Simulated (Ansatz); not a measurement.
A made-up structure of AlSiH4, doublet:

Al1  (0.242, 1.126, 0.069)
Si2  (-0.254, -1.191, -0.071)
H3  (-0.906, -1.814, 1.026)
H4  (0.114, -1.894, -1.249)
H5  (0.927, 1.942, -1.016)
H6  (-0.083, 2.022, 1.252)
(Å)

It is relaxed with PBE-D4/def2-SVP and then PBE0-D4/def2-TZVP (Ansatz 0.2.0). Atoms count as bonded within 1.22 times the sum of their covalent radii (H–H: 0.88 Å). The end point is not checked to be a true minimum.

Q: Does its bonding change? (A judgement: the text doesn't fix the answer.)

A: Computed: No: no bond forms or breaks.

Where it ends: The first stage lowers the energy by 0.37 eV in 4 steps. It ends as AlSiH₄ ([AlH2][SiH2]):
```xyz
6
angstrom
Al 0.2609 1.2231 0.0733
Si -0.2335 -1.0946 -0.0656
H -0.9076 -1.8909 0.9935
H 0.0841 -1.9694 -1.2249
H 0.9855 1.9163 -1.1528
H -0.1488 2.0063 1.3879
```

Labels in which every atom is bracketed show which atoms are joined, not bond orders.

For scale, one of the runs: PBE0-D4/def2-TZVP relaxation, 98 basis functions, launched by `ansatz run in.yaml --threads 2 --pin off --events-out ev --progress --plain --max-ram 4352MiB`. The run took about 5 s on 2 CPU threads of an Intel Xeon 6975P-C (shared host).
